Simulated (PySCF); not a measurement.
A made-up structure of CH4BN, closed shell:

| atom | x (Å) | y (Å) | z (Å) |
| --- | --- | --- | --- |
| B1 | -0.9936 | 0.3705 | -0.7557 |
| N2 | 0.0368 | -0.0147 | 0.0284 |
| C3 | 0.9836 | -0.3678 | 0.7479 |
| H4 | -2.0339 | -0.2137 | -0.6639 |
| H5 | 0.4072 | 0.8667 | 0.3838 |
| H6 | 1.6968 | -1.1291 | 0.4194 |
| H7 | 1.1408 | 0.0682 | 1.7385 |

It is relaxed with PBE-D4/def2-SVP and then PBE0-D4/def2-TZVP (PySCF 2.14 with density fitting (its default auxiliary sets; JK sets also for MP2 and CCSD(T))). Atoms count as bonded within 1.22 times the sum of their covalent radii (H–H: 0.88 Å). The end point is not checked to be a true minimum.

**Question.** Does its bonding change? (Judge from chemistry; the calculation decides.)

**Answer.** The calculation gives: Yes. Formed: B1–H5; broken: N2–H5.

Where it ends: The first stage lowers the energy by 4.72 eV in 23 steps. It ends as CH₄BN ([BH2][N][CH2]):
```
7
angstrom
B -0.8126 0.5926 -0.2629
N 0.2163 -0.0854 0.2905
C 1.1606 -0.7076 0.8004
H -1.8724 0.0458 -0.3627
H -0.6270 1.7154 -0.6332
H 1.8396 -1.3127 0.1928
H 1.3501 -0.6747 1.8772
```

Labels in which every atom is bracketed show which atoms are joined, not bond orders.

For scale, one of the runs: PBE0-D4/def2-TZVP relaxation, 117 basis functions, launched by `OMP_NUM_THREADS=2 python run.py`. The run took 29 s on 2 CPU threads of an Arm Neoverse V1 (shared host), with 1.1 GiB of host memory at its peak.
